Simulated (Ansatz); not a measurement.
```yaml
crystal:
  periodic: [false, false, false]
  atoms:
    - {symbol: Li, position_ang: [1.244702, 1.275780, 1.385399]}
    - {symbol: Li, position_ang: [-1.244709, -1.275780, -1.385399]}
    - {symbol: S, position_ang: [-0.000003, 0.000000, -0.000000]}
basis:
  gaussian: {orbitals: "6-31++G**", fitting: {mean_field: def2-universal-jkfit}}
total_charge: 1
magnetization: {spin_polarized: true, initial_magnetization: 1}
hamiltonian: {xc: {name: PBE0}, dispersion: d3bjatm}
outputs: {forces: true}
output: {forces: true}
```

```sh
$ ansatz run in.yaml --threads 4 --pin off --events-out ev --progress --plain --max-ram 3916MiB
```

Shortened log:

```
Error: YAML parse error: error: line 12 column 1: unknown field `outputs`, expected one of crystal, accuracy, basis, kpoints, hamiltonian, magnetization, projection, total_charge, correlation, batch, efield, external_charges, scf, relax, neb, saddle, md, ramp, phonons, dielectric, real_time, elastic, magnetic_configurations, gw, evaluate, workflow, output, checkpoint, execution
10 | magnetization: {spin_polarized: true, initial_magnetization: 1}
11 | hamiltonian: {xc: {name: PBE0}, dispersion: d3bjatm}
12 | outputs: {forces: true}
13 | output: {forces: true}
```

Problem. Something in this input is off. What?

Solution. The input holds a key that doesn't belong there. The input was rejected before any iteration.
